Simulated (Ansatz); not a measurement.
# CH2Mg (triplet): the correlation ladder at distance C1–Mg2 = 2.414 Å, 6-31G

An exercise on one series of results from a longer session: the logs are not shown, and one member is left open.

Program: Ansatz 0.2.0, Gaussian basis. Level of theory: 6-31G, core rule «outside noble gas», up to 6 orbitals frozen. These are calculated values, not measurements.

Plan: UHF; CCSD(T) on ROHF; CCSD(T) on UHF; BCCD(T) on ROHF; CISD as a restricted active space (open shells left free, so some higher excitations enter); CCSDT(Q) on ROHF; CCSDT(Q) on UHF; CISDTQ; CASSCF and MRCISD+Q, 4 electrons in 4 orbitals; CASSCF and NEVPT2, 4 electrons in 4 orbitals; Full CI.

32 further runs of the same task are left out: 16 for a known fault of the program, 13 that didn't finish, 3 set aside as unsound or not needed. Runs told in other sessions of the task aren't counted.

## The system

The geometry derives from a PBE0/def2-TZVP stationary point (not a proven minimum). One bond is set to the value named and the two fragments are kept rigid.

4 atoms, charge 0, spin multiplicity 3.

Atoms are counted from 1 here; the program's logs count them from 0.

Bond lengths: C1–Mg2 2.414 Å, C1–H3 1.089 Å, Mg2–H4 1.696 Å. Angles: Mg2–C1–H3 180.0°, C1–Mg2–H4 180.0°.

Set-up of the first run:

in.yaml reads:

```yaml
crystal:
  periodic: [false, false, false]
  atoms:
    - {symbol: C, position_ang: [0.000000, 0.000000, 1.358914]}
    - {symbol: Mg, position_ang: [0.000000, 0.000000, -1.055086]}
    - {symbol: H, position_ang: [0.000000, 0.000000, 2.447699]}
    - {symbol: H, position_ang: [0.000000, 0.000000, -2.751528]}
basis:
  gaussian: {orbitals: 6-31G}
magnetization: {spin_polarized: true, initial_magnetization: 2}
hamiltonian: {xc: hf}
output: {orbitals: {seedname: orbitals}}
```

Run with:

```sh
ansatz run in.yaml --threads 1 --pin off --events-out ev --progress --plain --max-ram 2393MiB
```

Steps of the session up to this table: UHF; CCSD(T) on ROHF; CCSD(T) on UHF; BCCD(T) on ROHF; CISD as a restricted active space (open shells left free, so some higher excitations enter); CCSDT(Q) on ROHF; CCSDT(Q) on UHF; CISDTQ; CASSCF and MRCISD+Q, 4 electrons in 4 orbitals; CASSCF and NEVPT2, 4 electrons in 4 orbitals; Full CI.

One table of the session follows, with a row left open; its other results are not shown here.

| method | from FCI (meV) |
| --- | --- |
| ROHF | +2823.4 |
| UHF | +2577.5 |
| RMP2 | +765.7 |
| UMP2 | +696.4 |
| CISD | +196.5 |
| RCCSD | +69.3 |
| UCCSD | +64.8 |
| RCCSD(T) | ? |
| UCCSD(T) | +22.2 |
| BCCD(T) | +23.8 |
| RCCSDT | +4.9 |
| UCCSDT | +3.9 |
| CISDTQ | +5.4 |
| RCCSDT(Q) | +0.7 |
| UCCSDT(Q) | -0.6 |
| FCI | 0 |

Q: Estimate the row for RCCSD(T) from the others.

**Answer.** from FCI (meV): +21.9. In the column «from FCI (meV)» it lies between CISDTQ (+5.4) and UCCSD(T) (+22.2).

Not comparable, so not listed: CASSCF and MRCISD+Q, 4 electrons in 4 orbitals (they don't share determinant, frozen orbitals or solution with the rows shown, or repeat one).

To keep in mind: Left out of the table: CASSCF pair, NEVPT2 pair (the active space lost an orbital or holds another state than full CI finds). Levels on UHF freeze UHF's core orbitals, full CI those of ROHF, so the U rows can settle a little off it for that reason alone. Restricted and unrestricted rows rest on different reference determinants; a gap between their highest levels can come from leftover correlation error, from unlike frozen cores or from another state. Warnings in the runs' records: passed over end.
